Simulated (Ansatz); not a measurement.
# C₂H₂O₂ (SMILES O=C1CO1): single points off equilibrium

A test off equilibrium: a structure displaced at random from a GFN2-xTB minimum is computed at several levels, and each is set against CCSD(T).

Computed with Ansatz 0.2.0, Gaussian basis. Level: single points in def2-TZVPP.

Cores are frozen in the correlated methods. B3LYP uses VWN-RPA correlation.

## (1) The starting structure

6 atoms, charge 0, spin multiplicity 1.

Atoms are counted from 1 here; the program's logs count them from 0.

Bond lengths: O1–C2 1.301 Å, C2–C3 1.565 Å, C2–O4 1.369 Å, C3–H5 1.170 Å, C3–H6 1.113 Å. Angles: O1–C2–C3 135.8°, O1–C2–O4 157.4°, C3–C2–O4 66.9°, C2–C3–H5 117.5°, C2–C3–H6 116.8°, H5–C3–H6 125.8°.

As a file:

```
atom    x (Å)    y (Å)    z (Å)
  O1  -0.7315  -1.7308   0.8331
  C2  -0.4872  -0.7157   0.0577
  C3   0.3490   0.6022   0.1663
  O4  -0.5420   0.0510  -1.0747
  H5   1.4841   0.5454  -0.1109
  H6  -0.1971   1.5170   0.4877
```

## (2) CCSD(T)/def2-TZVPP

run/in.yaml reads:

```yaml
crystal:
  periodic: [false, false, false]
  atoms:
    - {symbol: O, position_ang: [-0.731500, -1.730800, 0.833100]}
    - {symbol: C, position_ang: [-0.487200, -0.715700, 0.057700]}
    - {symbol: C, position_ang: [0.349000, 0.602200, 0.166300]}
    - {symbol: O, position_ang: [-0.542000, 0.051000, -1.074700]}
    - {symbol: H, position_ang: [1.484100, 0.545400, -0.110900]}
    - {symbol: H, position_ang: [-0.197100, 1.517000, 0.487700]}
basis:
  gaussian: {orbitals: def2-TZVPP}
correlation: {method: ccsd_t}
output: {forces: true}
```

No record of the launch command was kept for these runs.

## (3) PBE0-D4/def2-TZVPP

run/in.yaml: that of step 2 with these lines changed.

```diff
@@ -11,3 +11,3 @@
   gaussian: {orbitals: def2-TZVPP}
-correlation: {method: ccsd_t}
-output: {forces: true}
+hamiltonian: {xc: pbe0, dispersion: d4}
+output: {forces: true, orbitals: {seedname: orbitals}}
```

## (4) wB97M-V/def2-TZVPP

run/in.yaml: that of step 3 with these lines changed.

```diff
@@ -11,3 +11,3 @@
   gaussian: {orbitals: def2-TZVPP}
-hamiltonian: {xc: pbe0, dispersion: d4}
-output: {forces: true, orbitals: {seedname: orbitals}}
+hamiltonian: {xc: {name: wB97M-V}}
+output: {forces: true}
```

## (5) r2SCAN-D4/def2-TZVPP

run/in.yaml: that of step 4 with these lines changed.

```diff
@@ -11,3 +11,3 @@
   gaussian: {orbitals: def2-TZVPP}
-hamiltonian: {xc: {name: wB97M-V}}
+hamiltonian: {xc: r2scan, dispersion: d4}
 output: {forces: true}
```

## (6) PBE-D4/def2-TZVPP

run/in.yaml: that of step 5 with these lines changed.

```diff
@@ -11,3 +11,3 @@
   gaussian: {orbitals: def2-TZVPP}
-hamiltonian: {xc: r2scan, dispersion: d4}
+hamiltonian: {xc: pbe, dispersion: d4}
 output: {forces: true}
```

## (7) r2SCANh-D4/def2-TZVPP

run/in.yaml: that of step 6 with these lines changed.

```diff
@@ -11,3 +11,3 @@
   gaussian: {orbitals: def2-TZVPP}
-hamiltonian: {xc: pbe, dispersion: d4}
+hamiltonian: {xc: {name: r2SCANh}, dispersion: d4}
 output: {forces: true}
```

## (8) B3LYP-D4/def2-TZVPP

run/in.yaml: that of step 7 with these lines changed.

```diff
@@ -11,3 +11,3 @@
   gaussian: {orbitals: def2-TZVPP}
-hamiltonian: {xc: {name: r2SCANh}, dispersion: d4}
+hamiltonian: {xc: {name: B3LYP}, dispersion: d4}
 output: {forces: true}
```

(Steps that only read results are left out.)

Before running it: what results should come out? Wanted: energy less free atoms, CCSD(T)/def2-TZVPP; RMS force component; RMS force error; HOMO and LUMO, PBE0-D4; T1 diagnostic.

As calculated:

| quantity | value |
| --- | --- |
| energy less free atoms, CCSD(T)/def2-TZVPP | -576.4 kcal/mol |
| RMS force component | 2.112 to 2.491 eV/Å over the methods |
| RMS force error | PBE0-D4 0.357, wB97M-V 0.312, r2SCAN-D4 0.118, PBE-D4 0.166, r2SCANh-D4 0.261, B3LYP-D4 0.158 eV/Å |
| HOMO and LUMO, PBE0-D4 | -8.04 and -1.04 eV |
| T1 diagnostic | 0.022 |

**Reading.** Against CCSD(T) the functionals' energies less atoms differ by -60.0 to -14.0 kcal/mol, PBE-D4 by -60.0 kcal/mol. CCSD(T) in triple zeta still lacks some correlation energy of the bonds, so part of these gaps is its own basis error and they don't rank the functionals. The forces of r2SCAN-D4 come nearest to CCSD(T), those of PBE0-D4 are farthest. Frozen-core CCSD(T) forces in triple zeta carry basis errors of their own, and this is one geometry, so small gaps rank nothing.
